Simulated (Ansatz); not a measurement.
Basis-set extrapolation for C2H5FS (`CC(F)S`) (PBE0-D4/def2-TZVP geometry, frozen core, Ansatz). Multiplicity 1, RHF reference.

|  | def2-TZVPP | def2-QZVPP |
| --- | --- | --- |
| HF | -575.698612 | -575.718108 |
| MP2 correlation | -0.776036 | -0.838645 |
| CCSD(T) correlation | -0.846072 | not run |

Energies in hartree. Use E(X) = E(∞) + A·exp(−7.88·√X) for Hartree–Fock and E(X) = E(∞) + B·X^(−2.97) for correlation, with X = 3 and 4, and add CCSD(T) minus MP2 of the smaller set to the MP2 limit.

Question: What is the CCSD(T) energy at the basis-set limit?

Answer: HF limit: -575.718108 + (-0.019496) × 0.13774 = -575.72079. MP2 limit: -0.838645 + (-0.062609) × 0.74074 = -0.88502. Higher-order term: -0.846072 − (-0.776036) = -0.07004. Total: -576.67585 hartree, 82.3 kcal/mol below CCSD(T)/def2-TZVPP.
